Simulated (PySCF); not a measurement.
Rock-salt CdO was calculated with Hartree–Fock (PySCF, GTH pseudopotentials, Gaussian basis).

The same calculation (at the measured cell, 12.945 Å³/atom) with different numerical settings; throughout: k mesh 2×2×2:

```
run  basis  gap on the mesh (eV)  total energy (eV/atom)
---  -----  --------------------  ----------------------
1       DZ                10.209               -853.1384
2       TZ                10.293               -853.3046
3       QZ                10.295               -853.3286
```

In the column total energy (eV/atom) the first row differs from the last by +0.1902 and the next to last by +0.0240.

The last row is no converged limit: other settings stay fixed.

Spin–orbit coupling is not included.
